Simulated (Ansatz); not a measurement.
Input file for Ansatz (a first-principles code): R-r2SCAN/def2-TZVPPD on NH3 (SMILES N). Files ending in .json are basis or fitting sets from the Basis Set Exchange.

Ansatz 0.2 input:
```yaml
crystal:
  periodic: [false, false, false]
  atoms:
    - {symbol: N, position_ang: [0.00000000, -0.00401379, -2.31096701]}
    - {symbol: H, position_ang: [-0.81122549, -0.45983060, -2.71043881]}
    - {symbol: H, position_ang: [0.00000000, -0.22249432, -1.32128161]}
    - {symbol: H, position_ang: [0.81122549, -0.45983060, -2.71043881]}
basis:
  gaussian:
    orbitals: def2-TZVPPD.json
hamiltonian:
  xc: {name: r2SCAN}
scf: {lower_state_search: off}
```

The log:

```
WARN ansatz: RAYON_NUM_THREADS=1 ignored (pool sized by the plan → 1); use --threads N
Functional definition: r2SCAN
these checks for a lower state are left out or cut short: stability, starts, cluster_reference, orbital_swaps, neighbouring_geometries, increment
integrals: 0.01 GiB planned
356 factors; their error is unknown
mean field: 0.16 GiB planned
mean field evaluation 1: about -1532.0076 eV, gradient 6.1e1 eV
mean field evaluation 2: about -1519.5635 eV, gradient 9.1e1 eV
mean field evaluation 4: about -1538.8048 eV, gradient 9.6e-1 eV
mean field evaluation 8: about -1538.8001 eV, gradient 3.0e-2 eV
mean field evaluation 16: about -1538.8001 eV, gradient 7.9e-7 eV
mean field -1538.80014784 eV, -56.5498623970 hartree, gradient 7.9e-7 eV, S^2 0.000000; 0 other end points of the search recorded, 0 dependent functions left out
reference -1538.80015582 eV, -56.5498626902 hartree; 5, 5 occupied and 83, 83 virtual orbitals, 356 factors
Total energy: -1538.80015582 eV, -56.5498626902 hartree
Checks for a lower state left out: stability, starts, cluster_reference, orbital_swaps, neighbouring_geometries, increment
```

Self-consistency was reached.

Cost: about 0.5 core-seconds (a rough figure).
